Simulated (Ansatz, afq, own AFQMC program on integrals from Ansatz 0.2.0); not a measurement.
**Atomization energy of BGeH₃, singlet**

```yaml
atoms:
  - { symbol: Ge, position_ang: [-0.0022, 0.0000, 0.3187] }
  - { symbol: B, position_ang: [-0.0666, 0.0000, -1.6292] }
  - { symbol: H, position_ang: [1.1607, 0.0000, -1.0289] }
  - { symbol: H, position_ang: [-0.1421, -1.0387, -2.2309] }
  - { symbol: H, position_ang: [-0.1421, 1.0387, -2.2309] }
```

Connectivity, by distances: Ge–BH2, 1 bridging H.

Atoms in their ground-state spins without spin–orbit coupling (mostly on UHF) minus the molecule (RHF), without zero-point energy. The geometry is a stationary point, not shown to be a minimum.

Basis cc-pVDZ. Noble-gas cores (and the filled d shells of Ga–Kr and In–Xe) are frozen. AFQMC by an in-house program on the Cholesky factors that Ansatz 0.2.0 writes for its CCSD(T) run. The CISD trial takes its coefficients from CCSD amplitudes. Released means that phaseless walkers are propagated on without the constraint, phases kept. Uncertainties: one standard error, sampling alone. No spin–orbit coupling. The errors of all members are added in quadrature.

No full CI on the walks' own integrals is used here; CCSDT(Q) serves as the reference and is uncertain by about the last step of the cluster series. Each member takes its own surest rung, up to full CI.

The best estimate is CCSD(T) at the basis-set limit (CBS: def2-TZVPP and def2-QZVPP, with their diffuse functions for anions and beside diffuse sets, CCSD(T) itself extrapolated) plus the step from CCSD(T) to CCSDT(Q) in cc-pVDZ. Rows without CBS are in cc-pVDZ, the functionals in def2-TZVP; B2PLYP and the wave-function rows carry a basis error of their own. Core correlation and relativity beyond core potentials are missing, and ± holds the sampling alone.

Cautions: inner d shell frozen; no relativity below Rb; no spin-orbit coupling; BGeH₃ (singlet): restricted determinant unstable towards unrestricted (UHF 10 meV lower, ⟨S²⟩ 0.16).

```tsv
level	atomization energy (kJ/mol)
MP2	1231.4
r2SCAN	1368.8
B2PLYP	1334.0
```

(1) From these cheaper values, estimate the atomization energy at the level of the best estimate.

(1) 1341.6 kJ/mol (best estimate, highest rung CCSDT(Q)).

```tsv
level	atomization energy (kJ/mol)	error against the best estimate (kJ/mol)
HF	969.4	-372.1
CCSD	1225.2	-116.4
CCSD(T)	1239.3	-102.3
ph-AFQMC/CISD	1243.1 ± 1.9	-98.4 ± 1.9
released AFQMC	1243.9 ± 1.8	-97.7 ± 1.8
HF/CBS	987.1	-354.5
MP2/CBS	1332.4	-9.2
CCSD(T)/CBS	1339.5	-2.0
PBE	1372.3	30.8
PBE0	1352.4	10.9
B3LYP	1355.8	14.2
wB97M-V	1360.2	18.6
surest rungs in cc-pVDZ	1241.3	-100.2
```

Correlation beyond CCSD(T) adds 2.0 kJ/mol. Going to the basis-set limit adds 100.2 kJ/mol at CCSD(T). The perturbative (T) step is worth +14.1 kJ/mol.

Best estimates are given only where the step beyond CCSD(T) is under 0.3 eV and no member's determinant is very poor (T1 over 0.05, or 0.07 for open shells, ⟨S²⟩ too high by 0.3, two states mixed), so the hardest cases are missing from such tables.

The functionals ran in a triple-zeta set and keep a basis error of their own, a few kJ/mol for each bond in atomization energies and more for double hybrids, so close places among them and the extrapolated levels can swap.

Each member of a difference takes its own highest rung, so a best estimate needn't equal the limit plus the step of one row. A walk keeps the symmetry of its determinant, which the program's search chose and which needn't be the lowest solution, so a lower state of the same spin and another symmetry isn't excluded. Released energies are given only where the last usable release times agree within the noise; a slower fall can still hide under it.
